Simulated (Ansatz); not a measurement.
# BSiN+ (doublet): the correlation ladder, cc-pVTZ

An exercise on one series of results from a longer session: the logs are not shown, and one member is left open.

Program: Ansatz 0.2.0, Gaussian basis. Level of theory: cc-pVTZ, core rule «outside noble gas», up to 7 orbitals frozen. These are calculated values, not measurements.

The runs, in order: UHF; CCSD(T) on ROHF; CCSD(T) on UHF; BCCD(T) on ROHF; CCSDT(Q) on ROHF; CCSDT(Q) on UHF; CASSCF and NEVPT2, 11 electrons in 12 orbitals.

5 further runs of the same task are left out: 5 set aside as unsound or not needed.

## What is computed

The geometry is a PBE0/def2-TZVP stationary point (not a proven minimum) of the parent state, kept for this charge and spin.

3 atoms, charge 1, spin multiplicity 2.

Atoms are counted from 1 here; the program's logs count them from 0.

Bond lengths: B1–N2 1.274 Å, N2–Si3 1.674 Å. Angles: B1–N2–Si3 180.0°.

The first run:

in.yaml reads:

```yaml
crystal:
  periodic: [false, false, false]
  atoms:
    - {symbol: B, position_ang: [0.000000, 0.000000, -1.407767]}
    - {symbol: N, position_ang: [0.000000, 0.000000, -0.133267]}
    - {symbol: Si, position_ang: [0.000000, 0.000000, 1.541033]}
basis:
  gaussian: {orbitals: cc-pVTZ}
total_charge: 1
magnetization: {spin_polarized: true, initial_magnetization: 1}
hamiltonian: {xc: hf}
output: {orbitals: {seedname: orbitals}}
```

Started as:

```
> ansatz run in.yaml --threads 1 --pin off --events-out ev --progress --plain --max-ram 4096MiB --backend cpu
```

Steps of the session up to this table: UHF; CCSD(T) on ROHF; CCSD(T) on UHF; BCCD(T) on ROHF; CCSDT(Q) on ROHF; CCSDT(Q) on UHF; CASSCF and NEVPT2, 11 electrons in 12 orbitals.

One of the session's tables, all rows but one given; the rest of the session is left out.

| method | from UCCSDT(Q) (kJ/mol) |
| --- | --- |
| ROHF | +918.0 |
| UHF | +912.8 |
| RMP2 | +93.0 |
| UMP2 | +91.9 |
| RCCSD | +52.7 |
| UCCSD | ? |
| RCCSD(T) | +5.1 |
| UCCSD(T) | +5.2 |
| BCCD(T) | +4.7 |
| RCCSDT | +3.6 |
| UCCSDT | +3.6 |
| RCCSDT(Q) | +0.4 |
| UCCSDT(Q) | 0 |
| CASSCF valence | +511.3 |
| NEVPT2 valence | +119.0 |

Q: Estimate the row for UCCSD from the others.

The run gave: from UCCSDT(Q) (kJ/mol): +52.6. In the column «from UCCSDT(Q) (kJ/mol)» it lies between UCCSD(T) (+5.2) and RCCSD (+52.7).

To keep in mind: Restricted and unrestricted rows rest on different reference determinants; where their highest levels disagree by more than a few hundredths of an eV, they describe different states and don't form one ladder.
